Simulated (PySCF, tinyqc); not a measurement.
Inside a calculation. Method: CID on RHF in the sto-6g basis, for HF, spin multiplicity 1. The lowest restricted solution is unstable here: a spin-polarised one lies 0.1486 hartree lower (PySCF). Computed by tinyqc, a small Python program that keeps every step (integrals from PySCF). Settings: charge = 0, multiplicity = 1, basis = sto-6g, method = RHF, energy threshold = 1e-10, iteration cap = 68, orthogonalisation = symmetric, start = atomic densities, DIIS depth = 6, ci = CID, davidson = 1. Command: `OMP_NUM_THREADS=1 python tinyqc.py 26548 26549 out.jsonl` (the two numbers bound the seeds that draw the settings). One thread of a shared host (Intel(R) Xeon(R) Processor @ 2.60GHz), about 0.2 s of CPU time with the checks. Later iterations appear only in the table of the cycle.

## One-electron integrals

Geometry (angstrom):
```
atom         x         y         z
F     0.000000  0.000000  0.000000
H     0.000000  0.000000  1.798000
```

Basis sto-6g: exponents (1/bohr^2) and contraction coefficients of normalised primitives:
```
element  l (shell)     exponent  coefficient
F            s (1)  1728.626574     0.009164
F            s (1)   316.941790     0.049361
F            s (1)    88.668891     0.168538
F            s (1)    30.460157     0.370563
F            s (1)    11.828570     0.416492
F            s (1)     4.871659     0.130334
F            s (2)    67.032281    -0.013253
F            s (2)    13.267438    -0.046992
F            s (2)     4.123510    -0.033785
F            s (2)     1.586463     0.250242
F            s (2)     0.689002     0.595117
F            s (2)     0.315820     0.240706
F            p (3)    67.032281     0.003760
F            p (3)    13.267438     0.037679
F            p (3)     4.123510     0.173897
F            p (3)     1.586463     0.418036
F            p (3)     0.689002     0.425860
F            p (3)     0.315820     0.101708
H            s (1)    35.523221     0.009164
H            s (1)     6.513144     0.049361
H            s (1)     1.822143     0.168538
H            s (1)     0.625955     0.370563
H            s (1)     0.243077     0.416492
H            s (1)     0.100112     0.130334
```

Overlap, kinetic and nuclear-attraction integrals over the contracted functions; the nuclear repulsion is the sum of Za Zb / Rab.

nuclear repulsion = 2.64882920 hartree

overlap S, lower triangle:
```
           1F 1s     1F 2s    1F 2px    1F 2py    1F 2pz     2H 1s
1F 1s   1.000000
1F 2s   0.232479  1.000000
1F 2px  0.000000  0.000000  1.000000
1F 2py  0.000000  0.000000  0.000000  1.000000
1F 2pz  0.000000  0.000000  0.000000  0.000000  1.000000
2H 1s   0.006557  0.093505  0.000000  0.000000  0.089303  1.000000
```

kinetic energy T (hartree), lower triangle:
```
            1F 1s      1F 2s    1F 2px    1F 2py     1F 2pz     2H 1s
1F 1s   37.397730
1F 2s   -1.143349   1.082297
1F 2px   0.000000   0.000000  3.251325
1F 2py   0.000000   0.000000  0.000000  3.251325
1F 2pz   0.000000   0.000000  0.000000  0.000000   3.251325
2H 1s   -0.002548  -0.018927  0.000000  0.000000  -0.004424  0.768522
```

nuclear attraction V (hartree), lower triangle:
```
             1F 1s       1F 2s      1F 2px      1F 2py      1F 2pz      2H 1s
1F 1s   -78.116766
1F 2s    -7.934132  -11.769746
1F 2px    0.000000    0.000000  -11.763360
1F 2py    0.000000    0.000000    0.000000  -11.763360
1F 2pz   -0.004142   -0.049025    0.000000    0.000000  -11.780995
2H 1s    -0.255073   -0.695131    0.000000    0.000000   -0.556050  -3.885373
```

core Hamiltonian H = T + V (hartree), lower triangle:
```
             1F 1s       1F 2s     1F 2px     1F 2py     1F 2pz      2H 1s
1F 1s   -40.719037
1F 2s    -9.077481  -10.687450
1F 2px    0.000000    0.000000  -8.512035
1F 2py    0.000000    0.000000   0.000000  -8.512035
1F 2pz   -0.004142   -0.049025   0.000000   0.000000  -8.529669
2H 1s    -0.257621   -0.714058   0.000000   0.000000  -0.560474  -3.116850
```

## Two-electron integrals

Functions are numbered as in S; the eight-fold symmetry (ij|kl) = (ji|kl) = (kl|ij) leaves the list below.

Two-electron integrals (ij|kl) in chemists' order, unique and non-zero (hartree):
```
(11|11) 5.406240   (21|11) 0.768129   (21|21) 0.138909   (22|11) 1.266271
(22|21) 0.283987   (22|22) 0.926367   (31|31) 0.029452   (32|31) 0.044681
(32|32) 0.204753   (33|11) 1.266273   (33|21) 0.283987   (33|22) 0.926366
(33|33) 0.998085   (41|41) 0.029452   (42|41) 0.044681   (42|42) 0.204753
(43|43) 0.053789   (44|11) 1.266273   (44|21) 0.283987   (44|22) 0.926366
(44|33) 0.890506   (44|44) 0.998085   (51|51) 0.029452   (52|51) 0.044681
(52|52) 0.204753   (53|53) 0.053789   (54|54) 0.053789   (55|11) 1.266273
(55|21) 0.283987   (55|22) 0.926366   (55|33) 0.890506   (55|44) 0.890506
(55|55) 0.998085   (61|11) 0.022960   (61|21) 0.003987   (61|22) 0.007998
(61|33) 0.007986   (61|44) 0.007986   (61|51) 0.000174   (61|52) 0.000344
(61|55) 0.008023   (61|61) 0.000116   (62|11) 0.072196   (62|21) 0.016502
(62|22) 0.061894   (62|33) 0.061022   (62|44) 0.061022   (62|51) 0.001189
(62|52) 0.009709   (62|55) 0.063638   (62|61) 0.000476   (62|62) 0.005705
(63|31) 0.001635   (63|32) 0.010004   (63|53) 0.001951   (63|63) 0.000748
(64|41) 0.001635   (64|42) 0.010004   (64|54) 0.001951   (64|64) 0.000748
(65|11) 0.056000   (65|21) 0.012954   (65|22) 0.051743   (65|33) 0.049840
(65|44) 0.049840   (65|51) 0.002370   (65|52) 0.016977   (65|55) 0.055549
(65|61) 0.000386   (65|62) 0.005838   (65|65) 0.006617   (66|11) 0.293968
(66|21) 0.068333   (66|22) 0.293427   (66|33) 0.287939   (66|44) 0.287939
(66|51) 0.004097   (66|52) 0.047943   (66|55) 0.304401   (66|61) 0.001965
(66|62) 0.039296   (66|65) 0.045971   (66|66) 0.774999
```

## Orthogonalisation

S = U s U^T; symmetric (Loewdin) form X = U s^(-1/2) U^T, so that X^T S X = 1.

eigenvalues of S: 0.749386  0.915445  1.000000  1.000000  1.079582  1.255588

X, lower triangle:
```
            1F 1s      1F 2s    1F 2px    1F 2py     1F 2pz     2H 1s
1F 1s    1.021166
1F 2s   -0.120785   1.024606
1F 2px   0.000000   0.000000  1.000000
1F 2py   0.000000   0.000000  0.000000  1.000000
1F 2pz  -0.000411   0.003256  0.000000  0.000000   1.003028
2H 1s    0.005164  -0.048322  0.000000  0.000000  -0.045129  1.006408
```

## Starting guess

The start is atomic minimal-basis densities projected into this basis (PySCF's MINAO start) and scaled to the electron count of each spin; this density is not idempotent, so its energy is not variational and may lie below the converged one.

D at the start, lower triangle:
```
            1F 1s      1F 2s    1F 2px    1F 2py    1F 2pz     2H 1s
1F 1s    2.153275
1F 2s   -0.499451   2.146615
1F 2px   0.000000   0.000000  1.637370
1F 2py   0.000000   0.000000  0.000000  1.637370
1F 2pz   0.002668  -0.014653  0.000000  0.000000  1.613265
2H 1s   -0.009106   0.044790  0.000000  0.000000  0.143277  1.010482
```

## Iteration 1: building the Fock matrix

J_ij = sum D_kl (ij|kl), K_ij = sum D_kl (ik|jl); F = H + J - 0.5 K; E = tr D H + tr D J / 2 - 0.25 tr D K + E_nn.

Coulomb J (hartree), lower triangle:
```
            1F 1s     1F 2s    1F 2px    1F 2py    1F 2pz     2H 1s
1F 1s   20.100726
1F 2s    3.587144  9.276319
1F 2px   0.000000  0.000000  9.271014
1F 2py   0.000000  0.000000  0.000000  9.271014
1F 2pz   0.003770  0.048412  0.000000  0.000000  9.286926
2H 1s    0.103848  0.615941  0.000000  0.000000  0.519926  3.427013
```

exchange K (hartree), lower triangle:
```
            1F 1s     1F 2s    1F 2px    1F 2py    1F 2pz     2H 1s
1F 1s   11.316092
1F 2s    1.781291  3.018611
1F 2px   0.000000  0.000000  2.269577
1F 2py   0.000000  0.000000  0.000000  2.269577
1F 2pz   0.000604  0.004376  0.000000  0.000000  2.268715
2H 1s    0.058966  0.248682  0.000000  0.000000  0.208686  0.824755
```

Fock matrix F (hartree), lower triangle:
```
             1F 1s      1F 2s     1F 2px     1F 2py     1F 2pz      2H 1s
1F 1s   -26.276356
1F 2s    -6.380982  -2.920436
1F 2px    0.000000   0.000000  -0.375809
1F 2py    0.000000   0.000000   0.000000  -0.375809
1F 2pz   -0.000675  -0.002802   0.000000   0.000000  -0.377101
2H 1s    -0.183257  -0.222459   0.000000   0.000000  -0.144891  -0.102216
```

total energy of this density = -99.86746319 hartree

This density is the starting one; it is not idempotent, so its energy is not variational and may lie below the converged one.

## Iteration 1: diagonalisation and new density

Diagonalise F' = X^T F X, C = X C', fill 5 alpha and 5 beta electrons from the bottom; D = 2 C_occ C_occ^T. Each column has its largest component positive (the first on a tie).

F' = X^T F X (hartree), lower triangle:
```
            1          2          3          4          5          6
1  -25.870661
2   -3.160385  -1.850217
3    0.000000   0.000000  -0.375809
4    0.000000   0.000000   0.000000  -0.375809
5   -0.003061   0.006258   0.000000   0.000000  -0.366457
6    0.001578  -0.113249   0.000000   0.000000  -0.125526  -0.075751
```

orbital energies (hartree): MO1 -26.279522, MO2 -1.450583, MO3 -0.412124, MO4 -0.375809, MO5 -0.375809, MO6 -0.020857

coefficients C:
```
              MO1        MO2        MO3       MO4        MO5        MO6
1F 1s    0.997232  -0.249580   0.008938  0.000000   0.000000   0.023552
1F 2s    0.011649   1.024219  -0.045544  0.000000   0.000000  -0.124567
1F 2px   0.000000   0.000000   0.000000  0.942927  -0.332999   0.000000
1F 2py   0.000000   0.000000   0.000000  0.332999   0.942927   0.000000
1F 2pz   0.000077   0.003000   0.927196  0.000000   0.000000  -0.385242
2H 1s   -0.000584   0.033824   0.301558  0.000000   0.000000   0.961859
```

D after iteration 1, lower triangle:
```
            1F 1s      1F 2s    1F 2px    1F 2py    1F 2pz     2H 1s
1F 1s    2.113683
1F 2s   -0.488830   2.102471
1F 2px   0.000000   0.000000  2.000000
1F 2py   0.000000   0.000000  0.000000  2.000000
1F 2pz   0.015231  -0.078310  0.000000  0.000000  1.719402
2H 1s   -0.012658   0.041805  0.000000  0.000000  0.559410  0.184164
```

Within a degenerate level the vectors are fixed only up to a rotation; this is one choice.

## Iteration 9 (converged): orbitals

converged F (hartree), lower triangle:
```
             1F 1s      1F 2s     1F 2px     1F 2py     1F 2pz      2H 1s
1F 1s   -26.261521
1F 2s    -6.371547  -2.875509
1F 2px    0.000000   0.000000  -0.472050
1F 2py    0.000000   0.000000   0.000000  -0.472050
1F 2pz   -0.006299   0.002406   0.000000   0.000000  -0.147790
2H 1s    -0.183067  -0.222098   0.000000   0.000000  -0.242223  -0.139399
```

As before.

F' = X^T F X (hartree), lower triangle:
```
            1          2          3          4          5          6
1  -25.856857
2   -3.157788  -1.805218
3    0.000000   0.000000  -0.472050
4    0.000000   0.000000   0.000000  -0.472050
5   -0.010043   0.017818   0.000000   0.000000  -0.126980
6    0.001759  -0.114057   0.000000   0.000000  -0.232954  -0.104011
```

orbital energies (hartree): MO1 -26.264547, MO2 -1.407394, MO3 -0.472050, MO4 -0.472050, MO5 -0.344855, MO6 0.123730

coefficients C:
```
              MO1        MO2       MO3        MO4        MO5        MO6
1F 1s    0.997297  -0.249193  0.000000   0.000000   0.017678   0.019619
1F 2s    0.011380   1.023550  0.000000   0.000000  -0.092307  -0.102218
1F 2px   0.000000   0.000000  0.853237  -0.521524   0.000000   0.000000
1F 2py   0.000000   0.000000  0.521524   0.853237   0.000000   0.000000
1F 2pz   0.000286   0.000400  0.000000   0.000000   0.702820  -0.717047
2H 1s   -0.000582   0.038926  0.000000   0.000000   0.653503   0.767250
```

D after iteration 9, lower triangle:
```
            1F 1s      1F 2s    1F 2px    1F 2py    1F 2pz     2H 1s
1F 1s    2.114023
1F 2s   -0.490687   2.112608
1F 2px   0.000000   0.000000  2.000000
1F 2py   0.000000   0.000000  0.000000  2.000000
1F 2pz   0.025220  -0.128924  0.000000  0.000000  0.987913
2H 1s    0.002544  -0.040973  0.000000  0.000000  0.918621  0.857163
```

Within a degenerate level the vectors are fixed only up to a rotation; this is one choice.

## Convergence

Stop when the energy changes by less than 1e-10 hartree and every element of the error matrix X^T (F D S - S D F) X is below 3e-06.

Course of the cycle:
```
iteration   E (hartree)     change  largest element of the error matrix
1          -99.86746319          -                             2.44e-01
2          -99.04871739   8.19e-01                             3.79e-01
3          -99.20379779  -1.55e-01                             2.21e-01
4          -99.23820485  -3.44e-02                             6.07e-02
5          -99.24010629  -1.90e-03                             3.17e-02
6          -99.24077386  -6.68e-04                             2.16e-04
7          -99.24077390  -4.03e-08                             4.14e-05
8          -99.24077390  -1.15e-09                             7.16e-07
9          -99.24077390  -3.41e-13                             5.72e-08
```

PySCF RHF in the same basis = -99.24077390 hartree

Converged in 9 iterations.

## Populations, bond orders and dipole

Mulliken: Z minus the diagonal of D S on the atom; Loewdin: the same with S^(1/2) D S^(1/2); Mayer order: 2 sum_s sum (D(s) S)_ij (D(s) S)_ji over the two atoms.

Charges (e):
```
atom   Mulliken    Loewdin
1F    -0.064616  -0.062172
2H     0.064616   0.062172
```

Mayer bond orders:
```
pair     order
2-1   0.995825
```

dipole moment about the origin, x y z (debye): 0.000000  0.000000  0.883806

## Integrals over molecular orbitals

(pq|rs) = sum C_ip C_jq C_kr C_ls (ij|kl), one index at a time.

one-electron integrals over orbitals h = C^T H C (hartree), lower triangle:
```
            1          2          3          4          5          6
1  -40.706361
2    0.744696  -9.151336
3    0.000000   0.000000  -8.512035
4    0.000000   0.000000   0.000000  -8.512035
5   -0.049781   0.251086   0.000000   0.000000  -6.046940
6   -0.058194   0.354958   0.000000   0.000000   2.705809  -5.597448
```

Two-electron integrals over orbitals (pq|rs), unique and non-zero (hartree):
```
(11|11) 5.383059    (21|11) -0.544110   (21|21) 0.088606    (22|11) 1.275717
(22|21) -0.025639   (22|22) 0.896643    (31|31) 0.030332    (32|31) 0.040611
(32|32) 0.194313    (33|11) 1.265994    (33|21) -0.014523   (33|22) 0.909420
(33|33) 0.998085    (41|41) 0.030332    (42|41) 0.040611    (42|42) 0.194313
(43|43) 0.053789    (44|11) 1.265994    (44|21) -0.014523   (44|22) 0.909420
(44|33) 0.890506    (44|44) 0.998085    (51|11) 0.038935    (51|21) -0.006377
(51|22) 0.001928    (51|33) 0.000986    (51|44) 0.000986    (51|51) 0.015618
(52|11) -0.058141   (52|21) 0.001919    (52|22) -0.030739   (52|33) -0.033176
(52|44) -0.033176   (52|51) 0.020794    (52|52) 0.109928    (53|31) -0.002649
(53|32) -0.011160   (53|53) 0.029120    (54|41) -0.002649   (54|42) -0.011160
(54|54) 0.029120    (55|11) 0.804118    (55|21) -0.007420   (55|22) 0.622671
(55|33) 0.608807    (55|44) 0.608807    (55|51) -0.000333   (55|52) -0.000056
(55|55) 0.597065    (61|11) 0.043855    (61|21) -0.007192   (61|22) 0.002000
(61|33) 0.001179    (61|44) 0.001179    (61|51) -0.014754   (61|52) -0.021095
(61|55) 0.001404    (61|61) 0.015969    (62|11) -0.064990   (62|21) 0.002021
(62|22) -0.035916   (62|33) -0.037049   (62|44) -0.037049   (62|51) -0.020018
(62|52) -0.094036   (62|55) -0.015212   (62|61) 0.019720    (62|62) 0.091108
(63|31) -0.002878   (63|32) -0.012073   (63|53) -0.026148   (63|63) 0.026401
(64|41) -0.002878   (64|42) -0.012073   (64|54) -0.026148   (64|64) 0.026401
(65|11) -0.484940   (65|21) 0.007160    (65|22) -0.307033   (65|33) -0.300916
(65|44) -0.300916   (65|51) 0.000921    (65|52) 0.041778    (65|55) -0.079282
(65|61) -0.002136   (65|62) 0.012430    (65|65) 0.291200    (66|11) 0.763951
(66|21) -0.007502   (66|22) 0.584264    (66|33) 0.572218    (66|44) 0.572218
(66|51) 0.004547    (66|52) 0.022135    (66|55) 0.593477    (66|61) -0.003528
(66|62) -0.029951   (66|65) -0.032281   (66|66) 0.605122
```

## CID: determinants and Hamiltonian

Hartree-Fock energy = -99.24077390 hartree

Slater-Condon rules over spin orbitals, with the nuclear repulsion added and E(HF) subtracted on the diagonal. Only determinants linked to the reference directly or through others are kept (one block of an abelian symmetry group), so some states are absent.

Occupation strings over the orbitals (2 doubly, a alpha, b beta, 0 empty; spin orbitals ordered 1a 1b 2a 2b ...): 222220 222202 2a22b2 a222b2 222022 220222 2b22a2 202222 ab2222 b222a2 ba2222 022222

H - E(HF) between determinants (hartree), lower triangle:
```
           222220     222202     2a22b2     a222b2     222022     220222     2b22a2     202222
222220   0.000000
222202   0.291200   0.347849
2a22b2  -0.012430   0.031897   1.254328
a222b2   0.002136   0.011562   0.027303  25.858415
222022   0.026401   0.029120   0.011160   0.002649   0.558696
220222   0.026401   0.029120   0.011160   0.002649   0.053789   0.558696
2b22a2   0.012430  -0.031897  -0.109928  -0.020794  -0.011160  -0.011160   1.254328
202222   0.091108   0.109928   0.062580  -0.001919   0.194313   0.194313  -0.062580   2.409172
ab2222  -0.019720  -0.020794   0.001919  -0.089982  -0.040611  -0.040611   0.009302  -0.009084
b222a2  -0.002136  -0.011562  -0.020794  -0.015618  -0.002649  -0.002649   0.027303   0.001919
ba2222   0.019720   0.020794   0.009302   0.006377   0.040611   0.040611   0.001919   0.009084
022222   0.015969   0.015618   0.006377  -0.027705   0.030332   0.030332  -0.006377   0.088606

           ab2222     b222a2     ba2222     022222
ab2222  27.210887
b222a2   0.006377  25.858415
ba2222  -0.088606  -0.089982  27.210887
022222   0.509387   0.027705  -0.509387  55.740869
```

## CID: roots

Diagonalise (each vector has its largest component positive (the first on a tie)); all determinants have Ms = 0, so triplets appear too. The lowest singlet root is the correlation energy.

lowest roots of this matrix, relative to E(HF) (hartree): -0.166604  0.488599  0.504907  0.583826  1.144394  1.358146  2.469171  25.837359

lowest vectors:
```
           root 1     root 2     root 3     root 4
222220   0.870226   0.452750   0.000000   0.188529
222202  -0.491746   0.810271   0.000000   0.311184
2a22b2   0.017823  -0.015397   0.000000  -0.014972
a222b2   0.000116  -0.000324   0.000000  -0.000270
222022  -0.009285  -0.262503   0.707107   0.648044
220222  -0.009285  -0.262503  -0.707107   0.648044
2b22a2  -0.017823   0.015397   0.000000   0.014972
202222  -0.009255  -0.013731   0.000000  -0.165043
ab2222   0.000229   0.000157   0.000000   0.002302
b222a2  -0.000116   0.000324   0.000000   0.000270
ba2222  -0.000229  -0.000157   0.000000  -0.002302
022222  -0.000095  -0.000049   0.000000  -0.000630
```

<S^2> of these roots: 0.000000  0.000000  0.000000  0.000000  2.000000  0.000000  0.000000  2.000000

weight of the ground state by excitation level 0, 1, 2, ...: 0.757293  0.000000  0.242707

The reference has a weight of only 0.76: one determinant is a poor start here.

## The lowest root by the Davidson method

Start from the reference; add the residual divided by (theta - H_ii), orthogonalised, at each step.

Davidson iterations:
```
iteration  subspace  lowest Ritz value (hartree)  residual norm
1                 1                            0       3.10e-01
2                 2                  -0.16501340       5.51e-02
3                 3                  -0.16660180       1.84e-03
4                 4                  -0.16660356       9.12e-05
5                 5                  -0.16660356       1.05e-05
6                 6                  -0.16660356       1.09e-07
7                 7                  -0.16660356       1.65e-09
```
